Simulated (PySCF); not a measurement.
**Which basis set comes closest?**

Molecule: CH2=CHCHFCH3 (SMILES C(=C)[C@H](C)F).

Structure with atom numbers: `[CH2:1]=[CH:2][C@H:3]([CH3:4])[F:5]`. Each H is labelled by its parent atom. Ha(C1) is cis to C3; Hb(C1) is trans to C3.

Geometry PBE0-D3(BJ)/def2-SVP throughout; GIAO in PySCF 2.14, gas phase, one conformer, non-relativistic; equivalent atoms averaged; functional PBE0.

Reference values (measured; G. Saielli, R. Bini, A. Bagno, Computational 19F NMR. 2. Organic compounds, RSC Adv. 2014, ESI (exp. from Berger-Braun-Kalinowski 1994 and Everett 1995)): δ(F5) = -171.6 ppm vs CFCl3. Computed shifts are taken against CFCl3, calculated as an isolated molecule at each level.

**Question.** How do the basis sets STO-3G, 6-31G, pcSseg-0, 6-31G*, def2-SVP, cc-pVDZ, pcSseg-1, 6-311+G(2d,p), aug-cc-pVDZ, def2-TZVP, IGLO-III, cc-pVTZ, pcSseg-2 perform against the reference? Times are CPU seconds on shared hosts with different chips, so compare them loosely.

**Answer.** 
```
    basis set  functions      F5  abs. error F  core-s
       STO-3G         32  -136.9          34.7     2.7
        6-31G         59  -221.8          50.2     5.1
     pcSseg-0         59  -238.3          66.7     6.2
       6-31G*         84  -203.4          31.8     6.4
     def2-SVP        105  -189.9          18.3     8.2
      cc-pVDZ        105  -196.5          24.9      13
     pcSseg-1        120  -211.2          39.6      11
6-311+G(2d,p)        177  -209.3          37.7      17
  aug-cc-pVDZ        178  -196.3          24.7      26
    def2-TZVP        197  -205.3          33.7      20
     IGLO-III        245  -208.4          36.8      38
      cc-pVTZ        248  -202.6          31.0      41
     pcSseg-2        278  -207.3          35.7      28
```

For $^{19}$F the closest is def2-SVP (18.3 ppm) and the furthest pcSseg-0 (66.7 ppm). Where a smaller basis beats a larger one, errors probably cancel; the largest sets show where the functional converges. One molecule is a small sample, and vibrational and solvent effects are absent from the calculation.

A small basis that lands close on one nucleus may do so by chance; judge by the trend and by all nuclei.
